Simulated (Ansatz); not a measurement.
Consider the isomerisation: `FC1=CCC=C1` → `C=CC#CCF`.

Program: Ansatz. Geometries: PBE0-D4/def2-TZVP. ΔE: electronic, gas phase. CCSD(T)/CBS adds triple-zeta CCSD(T) − MP2 to the extrapolated MP2 energy (def2 sets, frozen cores). DFT in def2-TZVPP. B3LYP here is the variant with VWN-RPA as its local correlation; programs differ in this.

`FC1=CCC=C1`:

Z-matrix (Å, degrees):
```
C
C 1 1.495
C 1 1.492 2 104.2
H 1 1.098 2 111.2 3 -121.0
H 1 1.098 2 111.2 3 121.0
C 2 1.340 1 109.4 3 -0.0
H 2 1.081 1 123.9 3 180.0
C 3 1.337 1 106.9 2 0.0
H 3 1.079 1 125.9 2 180.0
H 6 1.081 2 128.0 1 -180.0
F 8 1.330 3 126.7 1 -180.0
```

`C=CC#CCF`:

Cartesian coordinates in Å:
```
C -0.258 2.366 0.934
C -0.590 1.090 1.123
C -0.190 0.023 0.284
C 0.131 -0.912 -0.407
C 0.533 -2.013 -1.257
F 0.055 -3.220 -0.785
H 0.359 2.674 0.098
H -0.601 3.133 1.617
H -1.211 0.813 1.972
H 0.147 -1.873 -2.273
H 1.625 -2.080 -1.306
```

(1) Is it downhill or uphill in electronic energy at CCSD(T)/CBS, and by how much? (Best estimate.)

(2) What do these levels give: r2SCAN-D4, PBE0-D4, ωB97X-V, B2PLYP, PBE, PBE0, B3LYP, CCSD(T)/def2-TZVPP, HF/def2-QZVPP, MP2/def2-QZVPP, SCS-MP2/def2-QZVPP, HF/CBS(def2)? (Best estimate.)

Largest T1 diagnostic among the species: 0.012.

Results:

(1) Ansatz gave: Uphill: ΔE = +141.5 kJ/mol.

(2) Computed: r2SCAN-D4 152.0, PBE0-D4 163.6, ωB97X-V 157.2, B2PLYP 128.9, PBE 147.2, PBE0 159.7, B3LYP 123.4, CCSD(T)/def2-TZVPP 140.9, HF/def2-QZVPP 117.9, MP2/def2-QZVPP 144.3, SCS-MP2/def2-QZVPP 131.9, HF/CBS(def2) 118.0 kJ/mol.

From PBE to PBE0 (25 % exact exchange), in def2-TZVPP and without D4, ΔE moves by +12.5 kJ/mol. In def2-TZVPP, CCSD(T) changes the Hartree–Fock value by +23.3 kJ/mol (the triples alone add +2.4 kJ/mol) and MP2 by +26.3 kJ/mol.
